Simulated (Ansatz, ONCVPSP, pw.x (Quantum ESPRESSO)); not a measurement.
**What a changed setting does to a pw.x run (fcc Li)**

Potential: optimised norm-conserving Vanderbilt (ONCV), ONCVPSP 4.0.1.1 (patched build), LDA (Perdew-Wang 92); core [He], reference 2s1; waves: 2s: rc 3.20 bohr, ncon 3, nbas 7, qcut 2.1 1/bohr, 3 projectors, debl 1.2 Ha; p scattering state at 0.29 Ha: rc 3.00 bohr, ncon 4, nbas 7, qcut 3.1 1/bohr, 1 projector; d scattering state at 0.14 Ha: rc 2.95 bohr, ncon 3, nbas 7, qcut 2.9 1/bohr, 3 projectors, debl 2.6 Ha; local part: polynomial inside 2.65 bohr (lpopt 5, dvloc0 1 Ha); core correction: Teter function, parameters optimised by the program. In the p channel the program set the typed energies aside and used 0.050 Ha.

The reference run (k-mesh 13³, cutoffs 50/200 Ry, Fermi–Dirac 0.01 Ry, mixing_beta 0.4, conv_thr 1e-9, no spin) gives 0.05 GPa at 19.064 Å³/atom, where all-electron LAPW gives -0.04 GPa. This run, with its own iteration cap, changes degauss to 0.002.

```
&control
  calculation='scf', prefix='x', pseudo_dir='./', outdir='./tmp', tstress=.true., disk_io='none'
/
&system
  ibrav=0, nat=1, ntyp=1, ecutwfc=50, ecutrho=200, nbnd=7,
  occupations='smearing', smearing='fd', degauss=0.002
/
&electrons
  conv_thr=1e-09, mixing_beta=0.4, electron_maxstep=60
/
ATOMIC_SPECIES
Li 1.0 Li.UPF
CELL_PARAMETERS angstrom
  0.00000000 2.12028713 2.12028713
  2.12028713 0.00000000 2.12028713
  2.12028713 2.12028713 0.00000000
ATOMIC_POSITIONS crystal
Li 0.0000 0.0000 0.0000
K_POINTS automatic
13 13 13 0 0 0
```

```bash
pw.x < Li.scf.in > Li.scf.out
```

Problem. How does the run end?

Solution. It converges in 3 iterations; the free energy moves by +17.2 meV/atom and the pressure by -0.01 GPa. In a metal, with Fermi–Dirac smearing, F lies below its zero-width value by a term in the square of the width.

```
Message from routine setup:
     using ibrav=0 with symmetry is DISCOURAGED, use correct ibrav instead
     lattice parameter (alat)  =       5.6664  a.u.
     unit-cell volume          =     128.6502 (a.u.)^3
     number of electrons       =         1.00
     number of Kohn-Sham states=            7
     kinetic-energy cutoff     =      50.0000  Ry
     charge density cutoff     =     200.0000  Ry
     scf convergence threshold =      1.0E-09
     Exchange-correlation= SLA  PW   NOGX NOGC
     number of k points=    84  Fermi-Dirac smearing, width (Ry)=  0.0020
     iteration #  1     ecut=    50.00 Ry     beta= 0.40
     c_bands:  1 eigenvalues not converged
     total energy              =      -0.58472071 Ry
     estimated scf accuracy    <       0.00018032 Ry
     iteration #  2     ecut=    50.00 Ry     beta= 0.40
     total energy              =      -0.58472566 Ry
     estimated scf accuracy    <       0.00006492 Ry
     iteration #  3     ecut=    50.00 Ry     beta= 0.40
     the Fermi energy is     0.5834 ev
!    total energy              =      -0.58472571 Ry
     estimated scf accuracy    <          8.2E-10 Ry
     smearing contrib. (-TS)   =      -0.00015743 Ry
     The total energy is F=E-TS. E is the sum of the following terms:
     one-electron contribution =       0.42862204 Ry
     hartree contribution      =       0.00059921 Ry
     xc contribution           =      -0.44164897 Ry
     ewald contribution        =      -0.57214056 Ry
     convergence has been achieved in   3 iterations
          total   stress  (Ry/bohr**3)                   (kbar)     P=        0.34
     Message from routine punch:
     Nothing written, as per user request (disk_io='none')
```

The run took about 5.7 s on one core of a shared host (Neoverse-N1, 64 threads, 124 GiB, load 57).
